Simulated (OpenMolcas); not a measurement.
# PH3 (SMILES P): levels of theory compared

Aim: a comparison of 6 runs (B2PLYP/STO-3G, M06-2X/STO-3G, UB3LYP/STO-3G, MP2/STO-3G, ACPF/STO-3G, CCSD(T)/STO-3G) of PH3. 

The calculation is run with OpenMolcas 26.06.

1 further run of the same task is left out (set aside as unsound or not needed).

## Step 1: The system as given

The species is PH3 (4 atoms), meant as a singlet with charge 0. As SMILES, `P`. The P1–H3 distance was set to 1.775 Å, away from the relaxed value.

Bond lengths: P1–H2 1.420 Å, P1–H4 1.420 Å. Angles: H2–P1–H4 93.1°. A long bond or contact: P1–H3 1.775 Å.

## Step 2: A single-point energy at B2PLYP/STO-3G (run 1)

The input, mol.input:

```
&GATEWAY
BasLib = $CurrDir
Coord
4
angstrom
P        0.683866      -0.242377      -0.401698
H        0.968766       0.050123       0.958102
H       -1.005500      -0.663000      -0.057200
H        0.366566       1.107623      -0.705798
Basis = STO-3G
Group = NoSym
&SEWARD
GridInput
Grid=UltraFine
End of Grid
&SCF
KSDFT = B2PLYP_SCF
Thresholds = 1e-10 1e-07 1e-07 1e-05
PrOrbitals = 1 1
&MBPT2
Frozen = 5
```

The basis set STO-3G is read from a file made from the Basis Set Exchange's data (not shown).

Command:

```bash
$ export MOLCAS_MEM=1860
$ pymolcas mol.input > mol.log
```

Output:

```text
--- Start Module: gateway ---
[...]
--- Stop Module: gateway /rc=_RC_ALL_IS_WELL_ ---
[...]
      Basis functions           12
[...]
--- Start Module: scf ---
[...]
       Convergence after   9 Iterations
[...]
::    Total KS-DFT energy                            -339.0335063624
[...]
      Total spin, S                                     0.0000000000
[...]
      Total electronic charge=   18.000000
      Total            charge=   -0.000000
[...]
      Dipole Moment (debye):
      Origin of the operator (angstrom)=    0.6328   -0.2062   -0.3602
                   X=  4.4091E-02               Y=  4.7166E-01               Z=  2.8358E-01           Total=  5.5211E-01
      Quadrupole Moment (debye*angstrom):
[...]
--- Stop Module: scf /rc=_RC_ALL_IS_WELL_ ---
[...]
--- Start Module: mbpt2 ---
[...]
 ###    WARNING: MP2 implementation intended for RHF references only         ###
 ###############################################################################
MBPT2 WARNING: Reference function according to RunFile:KS-DFT
I'll assume you know what you're doing and continue
WARNING!
Default frozen orbitals as non valence orbitals is overwritten by user input.
Default values:   5
[...]
       Reference weight ( Cref**2 )         =        0.94705
::    Total MBPT2 energy                             -339.1031408114
[...]
      Total MBPT2 calculations                           0.03      0.03
--- Stop Module: mbpt2 /rc=_RC_ALL_IS_WELL_ ---
[...]
```

Wall time 2.4 s (1 thread of Arm Neoverse V2, shared host); peak memory 0.37 GiB.

## Step 3: A single-point energy at M06-2X/STO-3G (run 2)

The input, mol.inp:

```
&GATEWAY
  BASLIB=$CurrDir
  COORD
  4
  angstrom
  P        0.683866      -0.242377      -0.401698
  H        0.968766       0.050123       0.958102
  H       -1.005500      -0.663000      -0.057200
  H        0.366566       1.107623      -0.705798
  BASIS=STO-3G
  GROUP=NoSym

&SEWARD
  GRIDINPUT
  Grid=UltraFine
  End of Grid

&SCF
  KSDFT=M062X
  THRESHOLDS=1e-10 1e-07 1e-07 1e-05
  PRORBITALS=1 1
```

The basis set STO-3G is read from a file made from the Basis Set Exchange's data (not shown).

Command:

```bash
$ export MOLCAS_MEM=1860
$ pymolcas mol.inp > mol.log
```

Output:

```text
--- Start Module: gateway ---
[...]
--- Stop Module: gateway /rc=_RC_ALL_IS_WELL_ ---
--- Start Module: seward ---
[...]
      Basis functions           12
--- Stop Module: seward /rc=_RC_ALL_IS_WELL_ ---
--- Start Module: scf ---
[...]
       Convergence after   9 Iterations
[...]
::    Total KS-DFT energy                            -339.2182362652
[...]
      Total spin, S                                     0.0000000000
[...]
      Total electronic charge=   18.000000
      Total            charge=   -0.000000
[...]
      Dipole Moment (debye):
      Origin of the operator (angstrom)=    0.6328   -0.2062   -0.3602
                   X= -4.9519E-03               Y=  4.6675E-01               Z=  2.9823E-01           Total=  5.5391E-01
      Quadrupole Moment (debye*angstrom):
[...]
--- Stop Module: scf /rc=_RC_ALL_IS_WELL_ ---
[...]
```

Run time: 2.9 s. Hardware: 1 thread of Arm Neoverse V2, shared host; peak memory 0.37 GiB.

Runs 3 to 5 aren't shown in full; the table further down has their settings and results.

## Step 4: A single-point energy at CCSD(T)/STO-3G (run 6)

The input, mol.input:

```
&GATEWAY
BasLib=$CurrDir
Coord
4
angstrom
P        0.683866      -0.242377      -0.401698
H        0.968766       0.050123       0.958102
H       -1.005500      -0.663000      -0.057200
H        0.366566       1.107623      -0.705798
Basis=STO-3G
Group=NoSym
&SEWARD
&SCF
Thresholds=1e-10 1e-07 1e-07 1e-05
PrOrbitals=1 1
&RASSCF
FileOrb=$Project.ScfOrb
Spin=1
Nactel=0 0 0
Inactive=9
Ras2=0
OutOrbitals=Canonical
OrbListing=Nothing
&MOTRA
JobIph
Frozen=5
&CCSDT
CCT
Triples=2
Iterations=80
Accuracy=1e-08
Extrapolation=5 4
```

The basis set STO-3G is read from a file made from the Basis Set Exchange's data (not shown).

Command:

```bash
$ export MOLCAS_MEM=1860
$ pymolcas mol.input > mol.log
```

Output:

```text
--- Start Module: gateway ---
[...]
--- Stop Module: gateway /rc=_RC_ALL_IS_WELL_ ---
[...]
      Basis functions           12
[...]
       Convergence after   9 Iterations
[...]
::    Total SCF energy                               -338.5748730731
[...]
      Total spin, S                                     0.0000000000
[...]
      Number of active orbitals                  0
[...]
      Spin quantum number                      0.0
[...]
      Active orbitals                            0
[...]
      Number of CSFs                             1
[...]
      Number of root(s) required                 1
[...]
      Convergence after  4 iterations
[...]
      Natural orbitals and occupation numbers for root  1
      ************************************************************************************************************************
      *                                                    Final results                                                     *
      ************************************************************************************************************************
[...]
::    RASSCF root number  1 Total energy:   -338.57487307
[...]
      Total electronic charge=   18.000000
      Total            charge=   -0.000000
[...]
      Dipole Moment (debye):
      Origin of the operator (angstrom)=    0.6328   -0.2062   -0.3602
                   X=  8.6967E-02               Y=  4.4606E-01               Z=  2.5176E-01           Total=  5.1954E-01
      Quadrupole Moment (debye*angstrom):
[...]
--- Start Module: motra ---
[...]
      *** WARNING: Default frozen orbitals is overwritten by user input.
      *** Default values:   5
[...]
--- Stop Module: motra /rc=_RC_ALL_IS_WELL_ ---
--- Start Module: ccsdt ---
[...]
      Convergence after                    13  Iterations
      Total energy (diff) :    -338.65681717       0.00000000
[...]
 METHOD                       : CCSD+T(CCSD)+<T3(1)WT1> = CCSD(T)
[...]
       CCSD     =      -338.6568171697676
[...]
--- Stop Module: ccsdt /rc=_RC_ALL_IS_WELL_ ---
[...]
```

Wall time 1.7 s (1 thread of Arm Neoverse V2, shared host); peak memory 0.37 GiB.

## Step 5: The series

```
run           level  frozen core orbitals  scramble  energy (Eh)  dipole moment (D) of the reference  HOMO energy (eV)  LUMO energy (eV)  wall time
  1   B2PLYP/STO-3G                     5         –  -339.052308                                0.55             -6.09              5.97      2.4 s
  2   M06-2X/STO-3G                     –         –  -339.218236                                0.55             -6.13              5.35      2.9 s
  3   UB3LYP/STO-3G                     –      0.25  -339.228735                                0.56             -4.74              3.95      4.5 s
  4      MP2/STO-3G                     5         –  -338.627518                                0.52             -8.00              8.93      1.3 s
  5     ACPF/STO-3G                     5         –  -338.657947                                0.52             -8.00              8.93      1.4 s
  6  CCSD(T)/STO-3G                     5         –  -338.657007                                0.52             -8.00              8.93      1.7 s
```

## Step 6: What came out

| quantity | value |
| --- | --- |
| run 6: total energy | -338.65701 Eh |
| run 6: dipole moment (mean-field density) | 0.52 D |
| run 6: HOMO energy (Hartree–Fock orbitals) | -8.00 eV |
| run 6: LUMO energy (Hartree–Fock orbitals) | 8.93 eV |
| run 6: HOMO–LUMO gap (Hartree–Fock orbitals) | 16.92 eV |
| run 6: correlation energy (5 core orbitals frozen) | -82.1 mEh |
| run 6: (T) correction | -0.19 mEh |

In words: Over runs 1, 2, 3 the dipole moment (its size) runs from 0.55 D (B2PLYP/STO-3G) to 0.56 D (UB3LYP/STO-3G). A double hybrid's value is that of its SCF part. Over runs 1, 2, 3 the HOMO–LUMO gap runs from 8.69 eV (UB3LYP/STO-3G) to 12.06 eV (B2PLYP/STO-3G). For B2PLYP the log adds the whole second-order term; the table takes 0.27 of it, as the functional is defined. Totals of different functionals can't be ranked against each other. In runs 1, 2, 3, 4, 5, 6 the basis is minimal, so the values are rough. All runs together took 14 s, the longest 4.5 s.
